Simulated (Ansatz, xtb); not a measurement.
Isomers of C2H3FS in order of energy

3 gas-phase structures of C2H3FS, from a drawn sample of its isomers (lower ones may exist). Each was relaxed with GFN2-xTB:

A. `C=C(F)S`, a singlet
B. `F/C=C\S`, a singlet
C. `F/C=C/S`, a singlet

**Question.** Which do you expect lowest at r2SCAN-D4/def2-SVP//GFN2-xTB, and how would the others follow?

**Answer.** Calculated order at r2SCAN-D4/def2-SVP//GFN2-xTB: B (0.000), A (0.023), C (0.142) eV. Less than 1 kcal/mol parts B and A, so the order within that pair means little.

Energies above the lowest of each column, in eV; the last columns are at r2SCAN-D4/def2-SVP geometries:

| structure | GFN2-xTB | HF/STO-3G | r2SCAN-D4/def2-SVP//GFN2-xTB | r2SCAN-D4/def2-SVP | CCSD(T)/def2-TZVP |
| --- | --- | --- | --- | --- | --- |
| B | 0.010 | 0.061 | 0.000 | 0.001 | 0.012 |
| A | 0.029 | 0.000 | 0.023 | 0.000 | 0.000 |
| C | 0.000 | 0.120 | 0.142 | 0.134 | 0.126 |

CCSD(T)/def2-TZVP puts A lowest, with B within 1 kcal/mol; GFN2-xTB picks C. CCSD(T)/def2-TZVP orders those it was run on as A (0.000), B (0.012), C (0.126) eV. Less than 1 kcal/mol parts A and B, so the order within that pair means little. Flexible structures stand in one conformer each, not always the lowest.

Programs: Ansatz 0.2.0, xtb 6.7.1.
